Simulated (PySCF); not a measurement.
# Telling isomers of C$_{2}$H$_{2}$O$_{2}$ apart by NMR

- shieldings: GIAO PBE0/pcSseg-1
- couplings computed with B3LYP/pcJ-1
- PBE0-D3(BJ)/def2-SVP structure
- program: PySCF 2.14.0 with density-fitted response routines
- a single conformation, in vacuum, no relativistic terms, fast rotation and ring inversion assumed for equivalent nuclei

Scale: TMS for 1H (σ = 31.27 ppm), 13C (σ = 184.41 ppm) (reference shieldings calculated alike). Multiplet labels drop J under 1 Hz and among equivalent protons, and merge close values. Unscaled 3J(H,H) run several per cent high. Shifts are as computed. Against solution values, carbons near 30 ppm lie about +2 ppm off and those near 130 ppm about +5 ppm (rms about the fit 1.9 ppm; single classes can miss by 10 ppm). Of 1328 compounds with measured shifts, 309 miss one by over three times the rms of a fit or turn the order of signals round; such compounds aren't used in these exercises. Signals without a measured value on file couldn't be tested in this way; 1H shifts scatter by 0.2 ppm about their fit, and single ones miss by 0.5 ppm. OH and NH positions are gas-phase values without hydrogen bonding to other molecules.

(1) Tabulate the signals of `O=CC=O`, `O=C=CO` and their relative energies.

(2) What is the quickest way to tell O=CC=O from O=C=CO?

Results:

(1) 
```tsv
SMILES	carbon types	δC	δH	E rel. (kcal/mol)
O=CC=O	2×CH	194.5	9.07 (s, 2H)	0.0
O=C=CO	1×C 1×CH	232.5, 69.9	6.34 (s, 1H), 0.84 (br s, 1H)	14.8
```

Energies are electronic energies at PBE0/pcSseg-1 on these geometries, without zero-point or thermal terms, each for the one conformer computed, which needn't be the lowest.

(2) Count the carbon signals: 1 against 2. The first has an aldehyde carbonyl carbon (CH) at 194.5 ppm, the second a central carbon of a ketene (C) at 232.5 ppm. In the proton spectra the most deshielded non-exchanging signals are 9.07 (s, 2H) and 6.34 (s, 1H).
